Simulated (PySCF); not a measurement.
# CH2PH: electronic excitations and core binding energies

What electronic excitations and core binding energies should CH2PH (`C=P`) show?

Programs: PySCF 2.14.0, with density-fitted response routines of our own. Each step states its level of theory. These are calculated values for one molecule in the gas phase, unless marked as measured. Atoms count from 0, in the outputs and in this text.

## Step 1: The starting structure

5 atoms, charge 0, multiplicity 1; geometry from: GFN2-xTB.

Bonds of the start (Å): C0–P1 1.66, C0–H2 1.08, C0–H3 1.08, P1–H4 1.41.

## Step 2: Ultraviolet spectrum: wB97X-D/def2-SVPD

What the job is given:

```
{"job": {"kind": "uv", "xc": "wB97X-D", "basis": "def2-SVPD", "nstates": 8, "ntriplets": 3}, "charge": 0, "multiplicity": 1}
C     -0.543101     0.018382    -0.209437
P      0.890823    -0.774980     0.072759
H     -0.621976     0.997818    -0.649736
H     -1.475126    -0.454344     0.055766
H      1.758001     0.215976    -0.424983
```

Level: TDDFT wB97X-D/def2-SVPD, vertical, gas phase, core orbitals frozen in the response.

Run with:

```console
$ OMP_NUM_THREADS=1 python probes_run.py task.json out
```

The driver reads the jobs from task.json and runs them one after another.

**Question.** This job is followed by: delta-SCF UKS SCAN, pcX-2 on the ionised atom, pcseg-1 elsewhere, spin-free X2C. What will the session give for the following? lowest singlet (wB97X-D/def2-SVPD); brightest single state of those computed; lowest triplet; C1s binding energies, SCAN/pcX-2; P1s binding energies, SCAN/pcX-2; P2p binding energies, SCAN/pcX-2.

The runs gave:

```
                                quantity                        value
      lowest singlet (wB97X-D/def2-SVPD)  4.74 eV (262 nm), f = 0.010
brightest single state of those computed  state 2, 5.87 eV, f = 0.217
                          lowest triplet                      3.02 eV
        C1s binding energies, SCAN/pcX-2                 C0 290.70 eV
        P1s binding energies, SCAN/pcX-2                P1 2150.23 eV
        P2p binding energies, SCAN/pcX-2                 P1 137.01 eV
```

**Reading.** The first singlet state (HOMO−1→LUMO 0.99) lies at 4.74 eV and is weak; of the 8 states computed, the strongest absorption comes from state 2 at 5.87 eV (the last state computed is bright too, and its partners may lie past the list). The lowest triplet lies 1.72 eV below the lowest singlet (triplets in Tamm-Dancoff, singlets in full TDDFT).
